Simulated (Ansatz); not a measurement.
System: rock-salt SnTe (cubic form, which distorts at low temperature). Method: BLYP (Ansatz, a quantum-chemistry and plane-wave program, plane waves, PAW).

Settings: plane-wave cutoff 520 eV, 10×10×10 k mesh, Fermi–Dirac smearing 0.01 eV, scalar-relativistic PAW data made under PBE.

Pressure at four volumes; x = ln(V/35.889 Å³). One pressure is withheld.

```
V (Å³/atom)        x  P (GPa)
-----------  -------  -------
33.736       -0.0619        ?
34.454       -0.0408    1.472
35.889        0.0000    0.001
38.042        0.0583   -1.684
```

**Question.** Pass a parabola P(x) through the three rows shown, estimate the bulk modulus and its pressure derivative near zero pressure, and predict the withheld pressure.

**Answer.** Slopes between the rows: (0.001 − (1.472))/(0.0000 − (-0.0408)) = -36.05 and (-1.684 − (0.001))/(0.0583 − (0.0000)) = -28.90 GPa. Their difference over the span 0.0991 is c = 7.15/0.0991 = 72.1 GPa, so P(x) = 1.472 + (-36.05)(x − (-0.0408)) + 72.1 (x − (-0.0408))(x − (0.0000)). At the middle row B = −dP/dx = −[-36.05 + 72.1 × 0.0408] = 33.1 GPa, and B′ = dB/dP = 2c/B = 4.4. At x = -0.0619 the parabola gives 2.327 GPa; the run gives 2.338 GPa. The Birch–Murnaghan fit to the energies at all volumes has B0 = 32.9 GPa and B′ = 4.4.

Measured, for comparison: bulk modulus 37.8 GPa (temperature not stated, no zero-point or thermal correction; as tabulated in Toher et al. (2017), arXiv:1611.05714). Computed (rounded) less measured: bulk modulus -13 %.

Note: the cell is over a tenth larger than the published one: the level's own overestimate first of all, though another phase or state, or a fault of the published cell, is possible; symmetry holds this phase in the static calculation, where it need not be a minimum.

Spin–orbit coupling is not included.
